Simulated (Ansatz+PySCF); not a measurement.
# singlet LiF: levels of theory in one basis

| atom | x (Å) | y (Å) | z (Å) |
| --- | --- | --- | --- |
| Li | 0.0000 | 0.0000 | -1.9532 |
| F | 0.0000 | 0.0000 | 0.6511 |

Basis set: STO-3G (spherical functions). Left uncorrelated: 1 orbital. Charge 0, multiplicity 1.

Computed with Ansatz (development build ahead of 0.2.0); each method stands on the lowest determinant of its kind that the runs found.

```
                            method  E − E(RHF) (eV)  <S²> of the determinant
                               RHF             0.00                     0.00
                               UHF            -2.84                     1.00
                           UHF-MP2            -2.87                     1.00
                          RHF-CCSD            -2.90                        –
                       RHF-CCSD(T)            -3.09                        –
                       UHF-CCSD(T)            -2.89                     1.00
full CI (lowest root of this spin)            -3.10                        –
```

Q: What does RHF-MP2 give on the same scale?

A: -1.68 eV.

At such a shape the full CI root can have another spatial symmetry than the determinants, so the rows needn't describe one state.

Q: Is a single determinant a sound starting point here?

A: It is doubtful. Unrestricted orbitals lower Hartree–Fock by 2.84 eV and <S²> is 1.00 where a pure state has 0.00, a sign of strong static correlation.

Caution for RHF, RHF-MP2, RHF-CCSD, RHF-CCSD(T): an unrestricted determinant lies well below. Caution for UHF, UHF-MP2, UHF-CCSD(T): the unrestricted determinant is a mixture of spin states. Caution for RHF-MP2, UHF-MP2, RHF-CCSD, RHF-CCSD(T), UHF-CCSD(T): large amplitudes, a single reference is doubtful. Caution for UHF-MP2, UHF-CCSD(T): a plain start can end on a higher determinant. Caution for UHF-CCSD(T): another reference gives a lower total.
